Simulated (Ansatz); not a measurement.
# BClFH: a dynamics run in two tries

The task is a short trajectory. SMILES of the start: FBCl.

Method: RKS PBE0/def2-SVP, in Ansatz 0.2.0.

### Step 1. The structure to begin with

Bond lengths: B1–H2 1.160 Å, B1–F3 1.343 Å, B1–Cl4 1.755 Å. Angles: H2–B1–F3 120.1°, H2–B1–Cl4 125.1°, F3–B1–Cl4 110.1°.

As a file:

```xyz
4

B     0.1659   -0.6658   -1.3819
H     0.5415   -1.6184   -1.9262
F     1.0295    0.3126   -1.0643
Cl   -1.4649   -0.0249   -1.4780
```

### Step 2. The run

input.yaml

```yaml
crystal:
  periodic: [false, false, false]
  atoms:
    - { symbol: B, position_ang: [0.16591, -0.665847, -1.381906] }
    - { symbol: H, position_ang: [0.54153, -1.618383, -1.926204] }
    - { symbol: F, position_ang: [1.029509, 0.312607, -1.064277] }
    - { symbol: Cl, position_ang: [-1.464888, -0.024886, -1.477993] }
basis:
  gaussian: { orbitals: def2-SVP }
hamiltonian:
  xc: pbe0
md:
  timestep: 0.5
  n_steps: 25
  ensemble: nvt_langevin
  temperature: 500.0
  initial_velocities: maxwell_boltzmann
  seed: 957073
  friction: 0.005
  dt: 0.5
```

The run is started by

```sh
> ansatz run input.yaml --threads 1 --pin off --max-ram 2048MiB --backend cpu --events-out ev --progress --plain --runs-dir out
```

**Question.** What will these runs give? Wanted: first try.

The runs gave:

| quantity | value |
| --- | --- |
| first try | refused |
| cause | one key bears a name from other programs (dt, n_images) that this one doesn't know |

What this shows: The fault in the first input was caught at the input check and cost nothing.
